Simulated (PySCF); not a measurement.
Compound: CS2.
Structure used (PBE0-D3(BJ)/def2-TZVP), in Å, numbered top down from 1:
```xyz
3
CS2 angstrom
S     -1.4439    0.3868    0.0026
C      0.0702    0.0619   -0.0084
S      1.5842   -0.2619   -0.0193
```

Computed with PySCF at wB97X-D/pcSseg-2, non-relativistic, on one gas-phase PBE0-D3(BJ)/def2-TZVP geometry that isn't relaxed in the solvent. The solvent is an IEF-PCM continuum (Bondi radii, 1.10 Å for H, scaled by 1.2). The model holds no explicit solvent molecules, cavitation or dispersion.

Gas phase at wB97X-D/pcSseg-2: HOMO -9.58 eV, LUMO -0.33 eV, dipole 0.00 D.

Task: What does the continuum do to the energy, the frontier levels and the dipole at wB97X-D/pcSseg-2 in chloroform?

Result: 
```csv
solvent,ε,E(solvent) − E(gas) (kJ/mol),polarisation term (kJ/mol),distortion of the solute (kJ/mol),HOMO (eV),LUMO (eV),dipole (D)
chloroform,4.711,-0.79,-0.81,0.02,-9.51,-0.25,0.00
```

The first energy column is the sum of the next two and covers electrostatics alone.

The pairwise dispersion term of wB97X-D wasn't added to the energies; at a given geometry it leaves orbitals and properties as they are.
